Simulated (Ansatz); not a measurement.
in.yaml

```yaml
crystal:
  periodic: [false, false, false]
  atoms:
    - {symbol: B, position_ang: [0.000000, 0.000000, 1.071900]}
    - {symbol: Si, position_ang: [0.000000, 0.000000, -0.760700]}
    - {symbol: C, position_ang: [0.000000, 0.000000, -2.560900]}
    - {symbol: H, position_ang: [0.000000, 0.000000, 2.249700]}
basis:
  gaussian: {orbitals: cc-pVDZ}
total_charge: 1
magnetization: {spin_polarized: false, initial_magnetization: 3}
correlation: {method: ccsdt_q, electrons: outside_noble_gas}
```

```sh
$ ansatz run in.yaml --threads 1 --pin off --events-out ev --progress --plain --max-ram 2393MiB
```

The program prints:

```
914 factors; integrals over basis functions are off by at most 1.6e-7 eV
mean field evaluation 1: about -9563.0043 eV, gradient 1.6e1 eV
mean field evaluation 2: about -9563.0065 eV, gradient 1.6e1 eV
mean field evaluation 4: about -9564.3553 eV, gradient 3.3e0 eV
mean field evaluation 8: about -9564.5036 eV, gradient 2.1e-1 eV
mean field evaluation 16: about -9563.0041 eV, gradient 1.6e1 eV
mean field evaluation 32: about -9564.3435 eV, gradient 1.4e-6 eV
mean field evaluation 64: about -9563.9618 eV, gradient 2.9e-6 eV
mean field evaluation 96: about -9563.6971 eV, gradient 5.2e0 eV
mean field evaluation 128: about -9563.5277 eV, gradient 1.9e0 eV
mean field evaluation 160: about -9563.9618 eV, gradient 4.6e-3 eV
...
mean field -9564.50593848 eV, -351.4891101841 hartree, gradient 2.8e-6 eV, S^2 3.750000; 14 other end points of the search recorded, 0 dependent functions left out
...
determinant -9564.50593848 eV, -351.4891101841 hartree, with singles and doubles -9571.25315404 eV, -351.7370657824 hartree
determinant -9564.34347263 eV, -351.4831396742 hartree, with singles and doubles -9570.78431672 eV, -351.7198363290 hartree
determinant -9563.96182765 eV, -351.4691144799 hartree, with singles and doubles -9571.14301617 eV, -351.7330182905 hartree
determinant -9561.56889862 eV, -351.3811759601 hartree, with singles and doubles -9568.37894631 eV, -351.6314405967 hartree
determinant -9561.23220676 eV, -351.3688027625 hartree, with singles and doubles -9568.59937521 eV, -351.6395412094 hartree
determinant -9564.50593848 eV, -351.4891101841 hartree, with singles and doubles -9571.25602068 eV, -351.7371711298 hartree
determinant -9564.34347263 eV, -351.4831396742 hartree, with singles and doubles -9570.80242078 eV, -351.7205016406 hartree
determinant -9563.96182765 eV, -351.4691144799 hartree, with singles and doubles -9571.17232691 eV, -351.7340954402 hartree
determinant -9563.60863767 eV, -351.4561349875 hartree, with singles and doubles -9571.13509813 eV, -351.7327273081 hartree
determinant -9563.60863767 eV, -351.4561349875 hartree, with singles and doubles -9571.15670131 eV, -351.7335212102 hartree
unrestricted determinant -9565.39119309 eV, -351.5216426910 hartree, S^2 4.5781
7 core orbitals not correlated: weight in the atoms' cores, before any rotation towards them, 1.000 or more for the frozen orbitals, at most 0.000 for the correlated occupied ones
reference -9563.96182765 eV, -351.4691144799 hartree; 7, 4 occupied and 37, 40 virtual orbitals, 914 factors
second order -5.77598314 eV of doubles, -0.11544601 eV of singles
...
cycle  32  -7.87566567 eV  change   -2.1e-6 eV  update   4.3e-6
cycle  33  -7.87566578 eV  change   -1.1e-7 eV  update   3.1e-6
cycle  34  -7.87566598 eV  change   -2.0e-7 eV  update   2.3e-6
cycle  35  -7.87566618 eV  change   -2.1e-7 eV  update   1.6e-6
cycle  36  -7.87566754 eV  change   -1.4e-6 eV  update   1.1e-6
cycle  37  -7.87566848 eV  change   -9.4e-7 eV  update   9.0e-7
cycle  38  -7.87566947 eV  change   -9.9e-7 eV  update   7.6e-7
cycle  39  -7.87567020 eV  change   -7.3e-7 eV  update   5.9e-7
cycle  40  -7.87567066 eV  change   -4.6e-7 eV  update   4.1e-7
cycle  41  -7.87567057 eV  change    9.5e-8 eV  update   3.1e-7
perturbative correction -0.16813801 eV, -0.0061789578 hartree
WARN: these amplitudes may be one of several solutions (largest doubles amplitude 0.64, level shift 0.00 eV)
Total energy: -9572.00563622 eV, -351.7647189927 hartree
```

The determinant lies 0.54 eV above the lowest one of its kind in the log. The T1 diagnostic is 0.057.

Ran on 1 thread of Arm Neoverse N1, shared host: 2.5 min wall, 0.8 GiB peak host memory.
